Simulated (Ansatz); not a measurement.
**[NO2]+ (SMILES O=[N+]=O): r2SCAN0/def2-TZVPPD**

Aim: the vertical singlet–triplet gap of [NO2]+ at r2SCAN0/def2-TZVPPD, from 2 runs. 

Program for the calculation: Ansatz 0.2.0.

5 further runs of the same task are left out: 5 that didn't finish.

### Step 1. Starting point

[NO2]+: 3 atoms, total charge +1, spin state singlet. SMILES: `O=[N+]=O`. Geometry: relaxed at PBE0-D4/def2-TZVP.

Bond lengths: O1–N2 1.110 Å, N2–O3 1.110 Å. Angles: O1–N2–O3 180.0°.

### Step 2. A single-point energy at r2SCAN0/def2-TZVPPD

molecule.yaml

```yaml
crystal:
  periodic: [false, false, false]
  atoms:
    - {symbol: O, position_ang: [-0.572980, 0.927020, -0.209580]}
    - {symbol: "N", position_ang: [-0.000010, -0.000010, -0.000000]}
    - {symbol: O, position_ang: [0.572990, -0.927010, 0.209580]}
basis:
  gaussian:
    orbitals: def2-TZVPPD.json
total_charge: 1
magnetization:
  spin_polarized: false
hamiltonian:
  xc: {name: r2SCAN0}
accuracy: high
output:
  orbitals: {seedname: orbitals}
```

The basis set def2-TZVPPD is read from a file made from the Basis Set Exchange's data (not shown).

Command:

```
$ ansatz run molecule.yaml --threads 1 --pin off --max-ram 3480MiB --events-out events.jsonl --progress --plain --runs-dir runs
```

The program printed:

```text
Warning: RAYON_NUM_THREADS=1 ignored (pool sized by the plan → 1); use --threads N
Functional definition: r2SCAN0
  name "r2SCAN0"
  parameter a = 0.25
  parameter k0 = 0.174
  parameter k1 = 0.065
  parameter a1 = 4.9479
  exchange = (1 - a)*r2scan_x(k0 = k0, k1 = k1, a1 = a1) + a*exact_x
  correlation = r2scan_c
1640 factors; integrals over basis functions are off by at most 3.6e-9 eV
mean field evaluation 1: about -5566.4592 eV, gradient 4.8e1 eV
mean field evaluation 2: about -5564.4894 eV, gradient 5.9e1 eV
mean field evaluation 4: about -5569.4478 eV, gradient 4.6e-1 eV
mean field evaluation 8: about -5569.4534 eV, gradient 1.1e-2 eV
mean field evaluation 16: about -5569.4534 eV, gradient 7.3e-8 eV
mean field -5569.45341141 eV, -204.6736377583 hartree, gradient 7.4e-8 eV, S^2 0.000000; 0 other end points of the search recorded, 0 dependent functions left out
reference -5569.45341233 eV, -204.6736377920 hartree; 11, 11 occupied and 106, 106 virtual orbitals, 1640 factors
Total energy: -5569.45341233 eV, -204.6736377920 hartree
```

It took 5.4 s on 1 thread of Arm Neoverse V2, shared host; peak memory 0.29 GiB.

### Step 3. The triplet

input.yaml

```yaml
crystal:
  periodic: [false, false, false]
  atoms:
    - {symbol: O, position_ang: [-0.572980, 0.927020, -0.209580]}
    - {symbol: "N", position_ang: [-0.000010, -0.000010, -0.000000]}
    - {symbol: O, position_ang: [0.572990, -0.927010, 0.209580]}
basis:
  gaussian:
    orbitals: def2-TZVPPD.json
total_charge: 1
magnetization:
  spin_polarized: true
  initial_magnetization: 2
hamiltonian:
  xc: {name: r2SCAN0}
accuracy: high
output: {orbitals: {seedname: orbitals}}
```

The basis set def2-TZVPPD is read from a file made from the Basis Set Exchange's data (not shown).

Command:

```
$ ansatz run input.yaml --threads 1 --pin off --max-ram 3480MiB --events-out events.jsonl --progress --plain --runs-dir runs
```

The program printed, shortened:

```text
Warning: RAYON_NUM_THREADS=1 ignored (pool sized by the plan → 1); use --threads N
[... 2 set-up lines as earlier in the session ...]
[...]
1640 factors; integrals over basis functions are off by at most 3.6e-9 eV
[...]
mean field -5563.54029534 eV, -204.4563347508 hartree, gradient 1.9e-8 eV, S^2 2.009090; 6 other end points of the search recorded, 0 dependent functions left out
reference -5563.54029715 eV, -204.4563348171 hartree; 12, 10 occupied and 105, 107 virtual orbitals, 1640 factors
Total energy: -5563.54029715 eV, -204.4563348171 hartree
```

Run time: 2.7 min. Hardware: 1 thread of Arm Neoverse V2, shared host; peak memory 0.45 GiB.

### Step 4. Results

At r2SCAN0/def2-TZVPPD:

```
                                        quantity          value
                           singlet: total energy  -204.67364 Eh
                            singlet: HOMO energy      -21.43 eV
                            singlet: LUMO energy      -10.64 eV
                          singlet: HOMO–LUMO gap       10.79 eV
                           triplet: total energy  -204.45633 Eh
     triplet: HOMO energy (highest over α and β)      -15.09 eV
                                   triplet: ⟨S²⟩          2.009
vertical energy of the triplet above the singlet       5.913 eV
```

At this shape the triplet lies 5.91 eV (571 kJ/mol) above the singlet.
